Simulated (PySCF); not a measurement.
H2O, SMILES O. Atoms are numbered in the order given.

```xyz
3

O      0.0000     0.0000    -0.1171
H      0.0000    -0.7649     0.4685
H      0.0000     0.7649     0.4685
```
Charge 0, spin multiplicity 1.

The structure is a stationary point at B3LYP-D3(BJ)/def2-TZVPD.

Lowest vertical singlet excitation by several levels in PySCF, with rough processor times relative to the cheapest run on one machine. Each run also gave further roots (ADC and EOM-CCSD ionised and attached states too); roots are paired by order and the bases differ. EOM-CCSD serves as a yardstick, not as the true value; all levels that ended soundly for this molecule are listed, with differences from unrounded values.

```csv
level,relative cost
TDDFT-PBE/def2-TZVPD,1
EOM-CCSD/aug-cc-pVDZ,1
TDDFT-ωB97X/def2-TZVPD,1
TDDFT-LC-ωPBE/def2-TZVPD,2
ADC(3)/aug-cc-pVDZ,3
```

Computed S1 at each level and its distance from EOM-CCSD:
```csv
level,S1 (eV),S1 minus EOM-CCSD (eV)
TDDFT-PBE/def2-TZVPD,6.73,-0.69
EOM-CCSD/aug-cc-pVDZ,7.42,0.00
TDDFT-ωB97X/def2-TZVPD,7.65,0.23
TDDFT-LC-ωPBE/def2-TZVPD,7.68,0.26
ADC(3)/aug-cc-pVDZ,7.82,0.40
```

### Question
Which is the cheapest level here that lands within 0.2 eV of EOM-CCSD?

### Answer
No cheaper level does; only EOM-CCSD itself.
